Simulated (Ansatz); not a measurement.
A nudged elastic band was laid between two geometries of CH3NNa (6 atoms, charge -1, multiplicity 1).

Computed with RKS BHLYP-D4/def2-SVP in Ansatz 0.2.0.

```json
{
 "movable images": "7",
 "climbing image": "yes",
 "spring": "5.0 eV/Å²",
 "optimiser": "quadratic models (default)",
 "start path": "IDPP",
 "force threshold": "0.05 eV/Å",
 "iteration limit": "60",
 "end points": "relaxed"
}
```

Initial state:

```xyz
6
Properties=species:S:1:pos:R:3
N -0.153 -1.176 -0.433
C 0.483 -0.632 0.503
Na -1.235 3.078 -0.992
H -0.665 -0.463 -0.958
H 0.477 0.446 0.710
H 1.092 -1.252 1.171
```

Final state:

```xyz
6
Properties=species:S:1:pos:R:3
N -0.150 -1.177 -0.434
C 0.484 -0.632 0.502
Na -1.238 3.076 -0.989
H -0.664 -0.465 -0.959
H 1.094 -1.249 1.171
H 0.475 0.446 0.709
```

Q: What changes between the two ends?

A: No bond is made or broken. The dihedral H4–N1–C2–H6 changes from 180 to 0° by way of a nearly straight angle H4–N1–C2 (up to 179°), not by a turn about the bond. The two ends are copies of one structure, up to a mirror image or an exchange of like atoms.

Q: Give the energies along the band, and the barrier.

A: The forces met the threshold. The highest image is number 4 of 0 to 8, 1.32 eV above the ends, which have the same energy within 2 meV. A vibrational analysis at the climbing image gives one clearly imaginary mode, 1085i cm⁻¹: a first-order saddle point. Limits of this set-up: an anion without diffuse functions.

| image | path coordinate (Å) | energy (eV) | angle H4–N1–C2 (°) |
| --- | --- | --- | --- |
| 0 | 0.00 | 0.00 | 110 |
| 1 | 0.89 | 0.03 | 110 |
| 2 | 1.78 | 0.10 | 112 |
| 3 | 2.67 | 0.20 | 114 |
| 4 | 3.56 | 1.32 | 179 |
| 5 | 4.44 | 0.20 | 114 |
| 6 | 5.32 | 0.10 | 112 |
| 7 | 6.20 | 0.03 | 110 |
| 8 | 7.08 | 0.00 | 110 |

Q: What is the geometry of the highest image?

A: 
```xyz
6
Properties=species:S:1:pos:R:3:forces:R:3
N 0.120 -0.021 -0.006 0.02 0.06 0.00
C 1.312 -0.272 0.088 0.00 -0.01 0.00
Na -4.417 0.910 -0.284 0.00 0.00 0.00
H -0.854 0.181 -0.068 -0.02 -0.04 0.00
H 2.116 0.374 -0.334 0.01 -0.01 0.00
H 1.722 -1.172 0.603 -0.01 -0.01 0.00
```

Q: What are the harmonic wavenumbers there?

A: 1085i, 50, 71, 85, 857, 1156, 1276, 1595, 1909, 2916, 2926, 3851 cm⁻¹.

The band took 28 iterations and of the order of 4 core-minutes.

The run took 3.8 min on 1 thread of Arm Neoverse V2, with other jobs on the host, peak memory 0.11 GiB.
